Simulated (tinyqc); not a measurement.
Worked calculation (part 2 of 2): UKS/BP86 in the sto-6g basis, for OH+, spin multiplicity 3. Computed by tinyqc, a small Python program that keeps every step (integrals from PySCF). Command: `OMP_NUM_THREADS=1 python tinyqc.py 24324 24325 out.jsonl` (the two numbers bound the seeds that draw the settings). One thread of a shared host (Intel(R) Xeon(R) Processor @ 2.60GHz), about 2 s of CPU time with the checks.

Geometry (angstrom):

| atom | x | y | z |
|---|---|---|---|
| O | 0.000000 | 0.000000 | 0.000000 |
| H | 0.000000 | 0.000000 | 1.225000 |

## Iteration 2: building the Kohn-Sham matrix

D(alpha) after iteration 1:
```
            1O 1s      1O 2s    1O 2px    1O 2py     1O 2pz      2H 1s
1O 1s    1.057412  -0.251531  0.000000  0.000000   0.018667   0.020638
1O 2s   -0.251531   1.111701  0.000000  0.000000  -0.122986  -0.156462
1O 2px   0.000000   0.000000  1.000000  0.000000   0.000000   0.000000
1O 2py   0.000000   0.000000  0.000000  1.000000   0.000000   0.000000
1O 2pz   0.018667  -0.122986  0.000000  0.000000   0.370515   0.403379
2H 1s    0.020638  -0.156462  0.000000  0.000000   0.403379   0.439656
```

D(beta) after iteration 1:
```
            1O 1s      1O 2s    1O 2px    1O 2py     1O 2pz      2H 1s
1O 1s    1.057351  -0.251366  0.000000  0.000000   0.020615   0.021521
1O 2s   -0.251366   1.112280  0.000000  0.000000  -0.130917  -0.167664
1O 2px   0.000000   0.000000  0.000000  0.000000   0.000000   0.000000
1O 2py   0.000000   0.000000  0.000000  0.000000   0.000000   0.000000
1O 2pz   0.020615  -0.130917  0.000000  0.000000   0.315945   0.398806
2H 1s    0.021521  -0.167664  0.000000  0.000000   0.398806   0.503430
```

core Hamiltonian H = T + V (hartree):
```
             1O 1s      1O 2s     1O 2px     1O 2py     1O 2pz      2H 1s
1O 1s   -32.363099  -7.147156   0.000000   0.000000  -0.010028  -0.930537
1O 2s    -7.147156  -8.588631   0.000000   0.000000  -0.117814  -2.195886
1O 2px    0.000000   0.000000  -6.876798   0.000000   0.000000   0.000000
1O 2py    0.000000   0.000000   0.000000  -6.876798   0.000000   0.000000
1O 2pz   -0.010028  -0.117814   0.000000   0.000000  -6.945033  -1.690337
2H 1s    -0.930537  -2.195886   0.000000   0.000000  -1.690337  -3.883919
```

Two-electron integrals (ij|kl) in chemists' order, unique and non-zero (hartree):
```
(11|11) 4.787491   (21|11) 0.675884   (21|21) 0.121505   (22|11) 1.117379
(22|21) 0.249212   (22|22) 0.817383   (31|31) 0.025762   (32|31) 0.039145
(32|32) 0.180664   (33|11) 1.117381   (33|21) 0.249212   (33|22) 0.817382
(33|33) 0.880663   (41|41) 0.025762   (42|41) 0.039145   (42|42) 0.180664
(43|43) 0.047461   (44|11) 1.117381   (44|21) 0.249212   (44|22) 0.817382
(44|33) 0.785741   (44|44) 0.880663   (51|51) 0.025762   (52|51) 0.039145
(52|52) 0.180664   (53|53) 0.047461   (54|54) 0.047461   (55|11) 1.117381
(55|21) 0.249212   (55|22) 0.817382   (55|33) 0.785741   (55|44) 0.785741
(55|55) 0.880663   (61|11) 0.092881   (61|21) 0.016020   (61|22) 0.032192
(61|33) 0.032125   (61|44) 0.032125   (61|51) 0.000786   (61|52) 0.001546
(61|55) 0.032328   (61|61) 0.002153   (62|11) 0.249310   (62|21) 0.056498
(62|22) 0.208197   (62|33) 0.204607   (62|44) 0.204607   (62|51) 0.004546
(62|52) 0.034991   (62|55) 0.215378   (62|61) 0.007507   (62|62) 0.069096
(63|31) 0.005958   (63|32) 0.034569   (63|53) 0.007051   (63|63) 0.009209
(64|41) 0.005958   (64|42) 0.034569   (64|54) 0.007051   (64|64) 0.009209
(65|11) 0.191407   (65|21) 0.043951   (65|22) 0.172601   (65|33) 0.165119
(65|44) 0.165119   (65|51) 0.008958   (65|52) 0.061201   (65|55) 0.187566
(65|61) 0.006076   (65|62) 0.069586   (65|65) 0.078354   (66|11) 0.426396
(66|21) 0.098402   (66|22) 0.416726   (66|33) 0.401415   (66|44) 0.401415
(66|51) 0.009175   (66|52) 0.099243   (66|55) 0.447347   (66|61) 0.013163
(66|62) 0.184740   (66|65) 0.211612   (66|66) 0.774999
```

nuclear repulsion = 3.45585117 hartree

V_xc(alpha) (hartree):
```
            1O 1s      1O 2s     1O 2px     1O 2py     1O 2pz      2H 1s
1O 1s   -3.122379  -0.374812   0.000000   0.000000   0.001666  -0.053520
1O 2s   -0.374812  -0.793235   0.000000   0.000000  -0.000074  -0.195117
1O 2px   0.000000   0.000000  -0.806917   0.000000   0.000000   0.000000
1O 2py   0.000000   0.000000   0.000000  -0.806917   0.000000   0.000000
1O 2pz   0.001666  -0.000074   0.000000   0.000000  -0.765735  -0.164568
2H 1s   -0.053520  -0.195117   0.000000   0.000000  -0.164568  -0.470804
```

V_xc(beta) (hartree):
```
            1O 1s      1O 2s     1O 2px     1O 2py     1O 2pz      2H 1s
1O 1s   -3.092045  -0.348924   0.000000   0.000000   0.002290  -0.050564
1O 2s   -0.348924  -0.649808   0.000000   0.000000   0.004272  -0.172189
1O 2px   0.000000   0.000000  -0.624372   0.000000   0.000000   0.000000
1O 2py   0.000000   0.000000   0.000000  -0.624372   0.000000   0.000000
1O 2pz   0.002290   0.004272   0.000000   0.000000  -0.700668  -0.157645
2H 1s   -0.050564  -0.172189   0.000000   0.000000  -0.157645  -0.474865
```

E_xc = sum of w rho eps_xc = -8.21812071 hartree

J_ij = sum D_kl (ij|kl) with D = D(alpha) + D(beta); F = H + J + V_xc; E = tr D H + tr D J / 2 + E_xc + E_nn.

Coulomb J (hartree):
```
            1O 1s     1O 2s    1O 2px    1O 2py    1O 2pz     2H 1s
1O 1s   15.486873  2.658910  0.000000  0.000000  0.002291  0.355098
1O 2s    2.658910  6.663719  0.000000  0.000000  0.080564  1.714794
1O 2px   0.000000  0.000000  6.649517  0.000000  0.000000  0.000000
1O 2py   0.000000  0.000000  0.000000  6.649517  0.000000  0.000000
1O 2pz   0.002291  0.080564  0.000000  0.000000  6.692122  1.453737
2H 1s    0.355098  1.714794  0.000000  0.000000  1.453737  3.741533
```

F(alpha) (hartree):
```
             1O 1s      1O 2s     1O 2px     1O 2py     1O 2pz      2H 1s
1O 1s   -19.998605  -4.863057   0.000000   0.000000  -0.006071  -0.628959
1O 2s    -4.863057  -2.718148   0.000000   0.000000  -0.037324  -0.676209
1O 2px    0.000000   0.000000  -1.034198   0.000000   0.000000   0.000000
1O 2py    0.000000   0.000000   0.000000  -1.034198   0.000000   0.000000
1O 2pz   -0.006071  -0.037324   0.000000   0.000000  -1.018646  -0.401168
2H 1s    -0.628959  -0.676209   0.000000   0.000000  -0.401168  -0.613190
```

F(beta) (hartree):
```
             1O 1s      1O 2s     1O 2px     1O 2py     1O 2pz      2H 1s
1O 1s   -19.968271  -4.837170   0.000000   0.000000  -0.005447  -0.626003
1O 2s    -4.837170  -2.574721   0.000000   0.000000  -0.032978  -0.653281
1O 2px    0.000000   0.000000  -0.851653   0.000000   0.000000   0.000000
1O 2py    0.000000   0.000000   0.000000  -0.851653   0.000000   0.000000
1O 2pz   -0.005447  -0.032978   0.000000   0.000000  -0.953579  -0.394245
2H 1s    -0.626003  -0.653281   0.000000   0.000000  -0.394245  -0.617252
```

total energy of this density = -74.84268998 hartree

## Iteration 2: DIIS over 2 matrices

error matrix X^T (FDS - SDF) X (alpha):
```
           1          2         3         4          5          6
1   0.000000  -0.000910  0.000000  0.000000  -0.000716   0.005903
2   0.000910   0.000000  0.000000  0.000000  -0.044653  -0.003572
3   0.000000   0.000000  0.000000  0.000000   0.000000   0.000000
4   0.000000   0.000000  0.000000  0.000000   0.000000   0.000000
5   0.000716   0.044653  0.000000  0.000000   0.000000  -0.292331
6  -0.005903   0.003572  0.000000  0.000000   0.292331   0.000000
```

B (overlaps of the stored error matrices):
```
                1               2
1   3.2534136e-01  -2.6113111e-01
2  -2.6113111e-01   3.3123255e-01
```

Minimise |sum c_i e_i|^2 with sum c_i = 1: solve [B -1; -1 0][c; lambda] = [0; -1] with B_ij = tr e_i^T e_j summed over both spins, and take F = sum c_i F_i.

DIIS coefficients: 0.502499  0.497501

extrapolated F(alpha) (hartree):
```
             1O 1s      1O 2s     1O 2px     1O 2py     1O 2pz      2H 1s
1O 1s   -19.557983  -4.771505   0.000000   0.000000  -0.007083  -0.617156
1O 2s    -4.771505  -2.490583   0.000000   0.000000  -0.077211  -0.646589
1O 2px    0.000000   0.000000  -0.807752   0.000000   0.000000   0.000000
1O 2py    0.000000   0.000000   0.000000  -0.807752   0.000000   0.000000
1O 2pz   -0.007083  -0.077211   0.000000   0.000000  -0.788837  -0.395049
2H 1s    -0.617156  -0.646589   0.000000   0.000000  -0.395049  -0.664326
```

extrapolated F(beta) (hartree):
```
             1O 1s      1O 2s     1O 2px     1O 2py     1O 2pz      2H 1s
1O 1s   -19.527700  -4.745653   0.000000   0.000000  -0.006857  -0.614240
1O 2s    -4.745653  -2.351799   0.000000   0.000000  -0.075444  -0.624251
1O 2px    0.000000   0.000000  -0.628607   0.000000   0.000000   0.000000
1O 2py    0.000000   0.000000   0.000000  -0.628607   0.000000   0.000000
1O 2pz   -0.006857  -0.075444   0.000000   0.000000  -0.730888  -0.388322
2H 1s    -0.614240  -0.624251   0.000000   0.000000  -0.388322  -0.664685
```

## Iteration 2: diagonalisation and new density

X:
```
            1O 1s      1O 2s    1O 2px    1O 2py     1O 2pz      2H 1s
1O 1s    1.021446  -0.124495  0.000000  0.000000  -0.004353   0.016014
1O 2s   -0.124495   1.067665  0.000000  0.000000   0.041811  -0.185888
1O 2px   0.000000   0.000000  1.000000  0.000000   0.000000   0.000000
1O 2py   0.000000   0.000000  0.000000  1.000000   0.000000   0.000000
1O 2pz  -0.004353   0.041811  0.000000  0.000000   1.037347  -0.166651
2H 1s    0.016014  -0.185888  0.000000  0.000000  -0.166651   1.082676
```

Diagonalise F' = X^T F X, C = X C', fill 5 alpha and 3 beta electrons from the bottom; D(s) = C_occ C_occ^T. Each column has its largest component positive (the first on a tie).

F' = X^T F X (alpha) (hartree):
```
            1          2          3          4          5          6
1  -19.248696  -2.365047   0.000000   0.000000  -0.014220  -0.065271
2   -2.365047  -1.670642   0.000000   0.000000  -0.028594  -0.220189
3    0.000000   0.000000  -0.807752   0.000000   0.000000   0.000000
4    0.000000   0.000000   0.000000  -0.807752   0.000000   0.000000
5   -0.014220  -0.028594   0.000000   0.000000  -0.732226  -0.214197
6   -0.065271  -0.220189   0.000000   0.000000  -0.214197  -0.486620
```

orbital energies (alpha) (hartree): MO1 -19.561819, MO2 -1.414252, MO3 -0.828376, MO4 -0.807752, MO5 -0.807752, MO6 -0.333737

coefficients C (alpha):
```
              MO1        MO2        MO3        MO4       MO5        MO6
1O 1s    0.996368  -0.245740   0.054333   0.000000  0.000000   0.055117
1O 2s    0.015690   0.994483  -0.268685   0.000000  0.000000  -0.360936
1O 2px   0.000000   0.000000   0.000000  -0.000476  1.000000   0.000000
1O 2py   0.000000   0.000000   0.000000   1.000000  0.000476   0.000000
1O 2pz   0.001388   0.118041   0.835294   0.000000  0.000000  -0.627676
2H 1s   -0.003340   0.065611   0.349472   0.000000  0.000000   1.052769
```

F' = X^T F X (beta) (hartree):
```
            1          2          3          4          5          6
1  -19.221518  -2.358418   0.000000   0.000000  -0.014111  -0.066391
2   -2.358418  -1.527436   0.000000   0.000000  -0.023634  -0.220703
3    0.000000   0.000000  -0.628607   0.000000   0.000000   0.000000
4    0.000000   0.000000   0.000000  -0.628607   0.000000   0.000000
5   -0.014111  -0.023634   0.000000   0.000000  -0.672125  -0.216117
6   -0.066391  -0.220703   0.000000   0.000000  -0.216117  -0.491992
```

orbital energies (beta) (hartree): MO1 -19.530960, MO2 -1.285345, MO3 -0.779796, MO4 -0.628607, MO5 -0.628607, MO6 -0.316970

coefficients C (beta):
```
              MO1        MO2        MO3        MO4       MO5        MO6
1O 1s    0.996670  -0.240434   0.066657   0.000000  0.000000   0.059371
1O 2s    0.014418   0.971210  -0.326022   0.000000  0.000000  -0.376779
1O 2px   0.000000   0.000000   0.000000   0.913021  0.407912   0.000000
1O 2py   0.000000   0.000000   0.000000  -0.407912  0.913021   0.000000
1O 2pz   0.001286   0.131688   0.799787   0.000000  0.000000  -0.669796
2H 1s   -0.003052   0.112362   0.394741   0.000000  0.000000   1.032625
```

D(alpha) after iteration 2:
```
            1O 1s      1O 2s    1O 2px    1O 2py     1O 2pz      2H 1s
1O 1s    1.056089  -0.243350  0.000000  0.000000   0.017760  -0.000464
1O 2s   -0.243350   1.061435  0.000000  0.000000  -0.107019  -0.028701
1O 2px   0.000000   0.000000  1.000000  0.000000   0.000000   0.000000
1O 2py   0.000000   0.000000  0.000000  1.000000   0.000000   0.000000
1O 2pz   0.017760  -0.107019  0.000000  0.000000   0.711651   0.299652
2H 1s   -0.000464  -0.028701  0.000000  0.000000   0.299652   0.126446
```

D(beta) after iteration 2:
```
            1O 1s      1O 2s    1O 2px    1O 2py     1O 2pz      2H 1s
1O 1s    1.055602  -0.240874  0.000000  0.000000   0.022930  -0.003745
1O 2s   -0.240874   1.049747  0.000000  0.000000  -0.132833  -0.019612
1O 2px   0.000000   0.000000  0.000000  0.000000   0.000000   0.000000
1O 2py   0.000000   0.000000  0.000000  0.000000   0.000000   0.000000
1O 2pz   0.022930  -0.132833  0.000000  0.000000   0.657002   0.330502
2H 1s   -0.003745  -0.019612  0.000000  0.000000   0.330502   0.168455
```

Within a degenerate level the vectors are fixed only up to a rotation; this is one choice.

## Iteration 8 (converged): orbitals

converged F(alpha) (hartree):
```
             1O 1s      1O 2s     1O 2px     1O 2py     1O 2pz      2H 1s
1O 1s   -19.621990  -4.783995   0.000000   0.000000  -0.011299  -0.618940
1O 2s    -4.783995  -2.514261   0.000000   0.000000  -0.089676  -0.656803
1O 2px    0.000000   0.000000  -0.830800   0.000000   0.000000   0.000000
1O 2py    0.000000   0.000000   0.000000  -0.830800   0.000000   0.000000
1O 2pz   -0.011299  -0.089676   0.000000   0.000000  -0.813775  -0.408166
2H 1s    -0.618940  -0.656803   0.000000   0.000000  -0.408166  -0.722609
```

converged F(beta) (hartree):
```
             1O 1s      1O 2s     1O 2px     1O 2py     1O 2pz      2H 1s
1O 1s   -19.590709  -4.757303   0.000000   0.000000  -0.010452  -0.615886
1O 2s    -4.757303  -2.371791   0.000000   0.000000  -0.084754  -0.635116
1O 2px    0.000000   0.000000  -0.648212   0.000000   0.000000   0.000000
1O 2py    0.000000   0.000000   0.000000  -0.648212   0.000000   0.000000
1O 2pz   -0.010452  -0.084754   0.000000   0.000000  -0.751659  -0.402990
2H 1s    -0.615886  -0.635116   0.000000   0.000000  -0.402990  -0.737815
```

As before.

F' = X^T F X (alpha) (hartree):
```
            1          2          3          4          5          6
1  -19.312675  -2.367544   0.000000   0.000000  -0.017082  -0.065518
2   -2.367544  -1.694256   0.000000   0.000000  -0.041253  -0.214650
3    0.000000   0.000000  -0.830800   0.000000   0.000000   0.000000
4    0.000000   0.000000   0.000000  -0.830800   0.000000   0.000000
5   -0.017082  -0.041253   0.000000   0.000000  -0.757087  -0.212644
6   -0.065518  -0.214650   0.000000   0.000000  -0.212644  -0.548358
```

orbital energies (alpha) (hartree): MO1 -19.625760, MO2 -1.440426, MO3 -0.855178, MO4 -0.830800, MO5 -0.830800, MO6 -0.391011

coefficients C (alpha):
```
              MO1        MO2        MO3        MO4       MO5        MO6
1O 1s    0.996406  -0.244569   0.060567   0.000000  0.000000   0.053093
1O 2s    0.015537   0.989495  -0.298815   0.000000  0.000000  -0.350825
1O 2px   0.000000   0.000000   0.000000  -0.110091  0.993922   0.000000
1O 2py   0.000000   0.000000   0.000000   0.993922  0.110091   0.000000
1O 2pz   0.001630   0.135706   0.814196   0.000000  0.000000  -0.651379
2H 1s   -0.003378   0.070897   0.378521   0.000000  0.000000   1.042331
```

F' = X^T F X (beta) (hartree):
```
            1          2          3          4          5          6
1  -19.284611  -2.360620   0.000000   0.000000  -0.016753  -0.066736
2   -2.360620  -1.546997   0.000000   0.000000  -0.032561  -0.214390
3    0.000000   0.000000  -0.648212   0.000000   0.000000   0.000000
4    0.000000   0.000000   0.000000  -0.648212   0.000000   0.000000
5   -0.016753  -0.032561   0.000000   0.000000  -0.692095  -0.215089
6   -0.066736  -0.214390   0.000000   0.000000  -0.215089  -0.569876
```

orbital energies (beta) (hartree): MO1 -19.593889, MO2 -1.308863, MO3 -0.809435, MO4 -0.648212, MO5 -0.648212, MO6 -0.381392

coefficients C (beta):
```
              MO1        MO2        MO3        MO4       MO5        MO6
1O 1s    0.996717  -0.238271   0.075272   0.000000  0.000000   0.056943
1O 2s    0.014225   0.960923  -0.368959   0.000000  0.000000  -0.363324
1O 2px   0.000000   0.000000   0.000000   0.905771  0.423767   0.000000
1O 2py   0.000000   0.000000   0.000000  -0.423767  0.905771   0.000000
1O 2pz   0.001486   0.146327   0.759064   0.000000  0.000000  -0.712767
2H 1s   -0.003072   0.128003   0.447167   0.000000  0.000000   1.009167
```

D(alpha) after iteration 8:
```
            1O 1s      1O 2s    1O 2px    1O 2py     1O 2pz      2H 1s
1O 1s    1.056308  -0.244617  0.000000  0.000000   0.017748   0.002221
1O 2s   -0.244617   1.068631  0.000000  0.000000  -0.108988  -0.043008
1O 2px   0.000000   0.000000  1.000000  0.000000   0.000000   0.000000
1O 2py   0.000000   0.000000  0.000000  1.000000   0.000000   0.000000
1O 2pz   0.017748  -0.108988  0.000000  0.000000   0.681334   0.317806
2H 1s    0.002221  -0.043008  0.000000  0.000000   0.317806   0.148316
```

D(beta) after iteration 8:
```
            1O 1s      1O 2s    1O 2px    1O 2py     1O 2pz      2H 1s
1O 1s    1.055885  -0.242555  0.000000  0.000000   0.023751   0.000097
1O 2s   -0.242555   1.059705  0.000000  0.000000  -0.139433  -0.042029
1O 2px   0.000000   0.000000  0.000000  0.000000   0.000000   0.000000
1O 2py   0.000000   0.000000  0.000000  0.000000   0.000000   0.000000
1O 2pz   0.023751  -0.139433  0.000000  0.000000   0.597592   0.358154
2H 1s    0.000097  -0.042029  0.000000  0.000000   0.358154   0.216353
```

Within a degenerate level the vectors are fixed only up to a rotation; this is one choice.

## Convergence

Stop when the energy changes by less than 1e-10 hartree and every element of the error matrix X^T (F D S - S D F) X (for each spin) is below 3e-06.

Course of the cycle:

| iteration | E (hartree) | change | largest element of the error matrix |
|---|---|---|---|
| 1 | -74.62684481 | - | 2.28e-01 |
| 2 | -74.84268998 | -2.16e-01 | 2.92e-01 |
| 3 | -74.99420864 | -1.52e-01 | 3.96e-02 |
| 4 | -74.99734397 | -3.14e-03 | 1.74e-03 |
| 5 | -74.99735674 | -1.28e-05 | 4.79e-04 |
| 6 | -74.99735718 | -4.47e-07 | 2.06e-05 |
| 7 | -74.99735719 | -1.61e-09 | 1.28e-06 |
| 8 | -74.99735719 | -3.41e-12 | 4.75e-08 |

PySCF UKS in the same basis, fine grid, after a stability check = -74.99743377 hartree

Converged in 8 iterations. The coarse grid moves the energy by +7.66e-05 hartree.

## Populations, bond orders and dipole

overlap S:
```
           1O 1s     1O 2s    1O 2px    1O 2py    1O 2pz     2H 1s
1O 1s   1.000000  0.231145  0.000000  0.000000  0.000000  0.029886
1O 2s   0.231145  1.000000  0.000000  0.000000  0.000000  0.320204
1O 2px  0.000000  0.000000  1.000000  0.000000  0.000000  0.000000
1O 2py  0.000000  0.000000  0.000000  1.000000  0.000000  0.000000
1O 2pz  0.000000  0.000000  0.000000  0.000000  1.000000  0.292481
2H 1s   0.029886  0.320204  0.000000  0.000000  0.292481  1.000000
```

Mulliken: Z minus the diagonal of D S on the atom; Loewdin: the same with S^(1/2) D S^(1/2); Mayer order: 2 sum_s sum (D(s) S)_ij (D(s) S)_ji over the two atoms.

Charges (e):

| atom | Mulliken | Loewdin | Mulliken spin |
|---|---|---|---|
| 1O | 0.535214 | 0.590416 | 2.080087 |
| 2H | 0.464786 | 0.409584 | -0.080087 |

Mayer bond orders:

| pair | order |
|---|---|
| 2-1 | 0.777560 |

dipole moment about the origin, x y z (debye): 0.000000  0.000000  2.988955

<S^2> of the determinant (pure state: 2) = 2.006455
